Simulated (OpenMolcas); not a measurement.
# F2 (fluorine) at 6 levels

We compute a comparison of 6 runs (HF/cc-pVTZ, B3LYP/6-31G*, B3LYP/cc-pVTZ, r2SCAN/cc-pVTZ, revPBE/cc-pVTZ, MP2/cc-pVTZ) of F2 (fluorine). 

Program for the calculation: OpenMolcas 26.06.

1 further run of the same task is left out (set aside as unsound or not needed).

**1. The structure to begin with**

F2 has 2 atoms, charge 0, and is taken as a singlet. SMILES: `FF`. The shape is that of a PBE0-D4/def2-TZVP optimisation.

Bond lengths: F1–F2 1.376 Å.

**2. Energy and gradient at HF/cc-pVTZ (run 1)**

Contents of job.inp:

```
* F2 Hartree-Fock
>>> EXPORT MOLCAS_PRINT=2
&GATEWAY
BasLib = $CurrDir
Coord
2
bohr
F     -1.10341108     0.40137783    -0.55746921
F      1.10341108    -0.40137783     0.55746921
Basis = cc-pVTZ
Group = NoSym
&SEWARD
&SCF
Thresholds = 1e-10 1e-07 1e-07 1e-05
PrOrbitals = 1 1
&ALASKA
```

The basis set cc-pVTZ is read from a file made from the Basis Set Exchange's data (not shown).

Run with:

```bash
$ export MOLCAS_MEM=1860
$ pymolcas job.inp > job.log
```

Output:

```text
--- Start Module: gateway ---
[...]
--- Stop Module: gateway /rc=_RC_ALL_IS_WELL_ ---
[...]
      Basis functions           60
[...]
--- Start Module: scf ---
[...]
       Convergence after  10 Iterations
[...]
::    Total SCF energy                               -198.7560133016
[...]
      Total spin, S                                     0.0000000000
[...]
      Total electronic charge=   18.000000
      Total            charge=   -0.000000
[...]
      Dipole Moment (debye):
      Origin of the operator (angstrom)=    0.0000    0.0000    0.0000
                   X=  1.9756E-14               Y= -4.7406E-15               Z=  1.0874E-14           Total=  2.3044E-14
      Quadrupole Moment (debye*angstrom):
[...]
--- Stop Module: scf /rc=_RC_ALL_IS_WELL_ ---
--- Start Module: alaska ---
[...]
 *              Molecular gradients               *
 **************************************************
  Irreducible representation: a
 ------------------------------------------------------------------------------------------
                              X                       Y                       Z
 ------------------------------------------------------------------------------------------
  F1               -3.74290200077461E-02    1.36152147662836E-02   -1.89100205652597E-02
  F2                3.74290200077354E-02   -1.36152147662862E-02    1.89100205652597E-02
 ------------------------------------------------------------------------------------------
--- Stop Module: alaska /rc=_RC_ALL_IS_WELL_ ---
[...]
```

Run time: 2 s. Hardware: 1 thread of Intel Xeon 6975P-C (Granite Rapids), shared host; peak memory 0.39 GiB.

**3. Energy and gradient at B3LYP/6-31G(d) (Cartesian functions) (run 2)**

Contents of calc.input:

```
>>> EXPORT MOLCAS_PRINT=2

&GATEWAY
  BasLib=$CurrDir
  Coord
  2
  angstrom
  F       -0.583900       0.212400      -0.295000
  F        0.583900      -0.212400       0.295000
  Basis=6-31Gs
  Group=NoSym

&SEWARD
  GridInput
  Grid=UltraFine
  End of Grid

&SCF
  KSDFT=B3LYP
  Thresholds=1e-10 1e-07 1e-07 1e-05
  PrOrbitals=1

&ALASKA
```

The basis set 6-31G* is read from a file made from the Basis Set Exchange's data (not shown).

Run with:

```bash
$ export MOLCAS_MEM=1860
$ pymolcas calc.input > calc.log
```

Output:

```text
--- Start Module: gateway ---
[...]
--- Stop Module: gateway /rc=_RC_ALL_IS_WELL_ ---
[...]
      Basis functions           30
[...]
--- Start Module: scf ---
[...]
       Convergence after   8 Iterations
[...]
::    Total KS-DFT energy                            -199.4976772207
[...]
      Total spin, S                                     0.0000000000
[...]
      Total electronic charge=   18.000000
      Total            charge=    0.000000
[...]
      Dipole Moment (debye):
      Origin of the operator (angstrom)=    0.0000    0.0000    0.0000
                   X= -5.1694E-12               Y=  1.8099E-12               Z= -2.6897E-12           Total=  6.1019E-12
      Quadrupole Moment (debye*angstrom):
[...]
--- Stop Module: scf /rc=_RC_ALL_IS_WELL_ ---
[...]
--- Start Module: alaska ---
[...]
 *              Molecular gradients               *
 **************************************************
  Irreducible representation: a
 ------------------------------------------------------------------------------------------
                              X                       Y                       Z
 ------------------------------------------------------------------------------------------
  F1                1.94035744681198E-02   -7.05826206037852E-03    9.80314175053110E-03
  F2               -1.94035744681162E-02    7.05826206037763E-03   -9.80314175052932E-03
 ------------------------------------------------------------------------------------------
--- Stop Module: alaska /rc=_RC_ALL_IS_WELL_ ---
[...]
```

It took 2.1 s on 1 thread of Intel Xeon 6975P-C (Granite Rapids), shared host; peak memory 0.37 GiB.

Runs 3 to 5 aren't shown in full; the table further down has their settings and results.

**4. The energy at MP2/cc-pVTZ (run 6)**

Contents of geom.xyz:

```xyz
2

F     -0.583900     0.212400    -0.295000
F      0.583900    -0.212400     0.295000
```

Contents of mol.inp:

```
&GATEWAY
BASLIB=$CurrDir
COORD=geom.xyz
BASIS=cc-pVTZ
GROUP=NoSym
&SEWARD
&SCF
THRESHOLDS=1e-10 1e-07 1e-07 1e-05
PRORBITALS=0
&MBPT2
FROZEN=2
```

The basis set cc-pVTZ is read from a file made from the Basis Set Exchange's data (not shown).

Run with:

```bash
$ export MOLCAS_MEM=1860
$ pymolcas mol.inp > mol.log
```

Output:

```text
--- Start Module: gateway ---
[...]
--- Stop Module: gateway /rc=_RC_ALL_IS_WELL_ ---
[...]
      Basis functions           60
[...]
--- Start Module: scf ---
[...]
       Convergence after  10 Iterations
[...]
::    Total SCF energy                               -198.7560133013
[...]
      Total spin, S                                     0.0000000000
[...]
      Total electronic charge=   18.000000
      Total            charge=   -0.000000
[...]
      Dipole Moment (debye):
      Origin of the operator (angstrom)=    0.0000    0.0000    0.0000
                   X= -1.5476E-14               Y=  6.8569E-15               Z= -2.7666E-15           Total=  1.7151E-14
      Quadrupole Moment (debye*angstrom):
[...]
--- Stop Module: scf /rc=_RC_ALL_IS_WELL_ ---
--- Start Module: mbpt2 ---
[...]
WARNING!
Default frozen orbitals as non valence orbitals is overwritten by user input.
Default values:   2
[...]
       Reference weight ( Cref**2 )         =        0.90583
::    Total MBPT2 energy                             -199.2743001049
[...]
      Total MBPT2 calculations                           0.06      0.07
--- Stop Module: mbpt2 /rc=_RC_ALL_IS_WELL_ ---
[...]
```

It took 1.8 s on 1 thread of Intel Xeon 6975P-C (Granite Rapids), shared host; peak memory 0.39 GiB.

**5. The series**

```
run                               level  Cartesian functions  integration grid  energy (Eh)  dipole moment (D) of the reference  HOMO energy (eV)  LUMO energy (eV)  wall time
  1                          HF/cc-pVTZ                   no                 –  -198.756013                                0.00            -17.88              3.37        2 s
  2  B3LYP/6-31G* (Cartesian functions)                  yes         UltraFine  -199.497677                                0.00            -10.54             -2.92      2.1 s
  3                       B3LYP/cc-pVTZ                   no         UltraFine  -199.586046                                0.00            -11.12             -3.53      5.1 s
  4                      r2SCAN/cc-pVTZ                   no         UltraFine  -199.505117                                0.00             -9.63             -4.56      4.8 s
  5                      revPBE/cc-pVTZ                   no         UltraFine  -199.528142                                0.00             -8.92             -4.68      4.2 s
  6                         MP2/cc-pVTZ                   no                 –  -199.274300                                0.00            -17.88              3.37      1.8 s
```

**6. Outcome**

| quantity | value |
| --- | --- |
| run 6: total energy | -199.27430 Eh |
| run 6: dipole moment (mean-field density) | 0.00 D |
| run 6: HOMO energy (Hartree–Fock orbitals) | -17.88 eV |
| run 6: LUMO energy (Hartree–Fock orbitals) | 3.37 eV |
| run 6: HOMO–LUMO gap (Hartree–Fock orbitals) | 21.25 eV |
| run 6: correlation energy (2 core orbitals frozen) | -518.3 mEh |

What this shows: Over runs 1, 2, 3, 4, 5 the HOMO–LUMO gap runs from 4.24 eV (revPBE/cc-pVTZ) to 21.25 eV (HF/cc-pVTZ). Exact exchange widens orbital gaps. Totals of different functionals can't be ranked against each other. All runs together took 20 s, the longest 5.1 s.
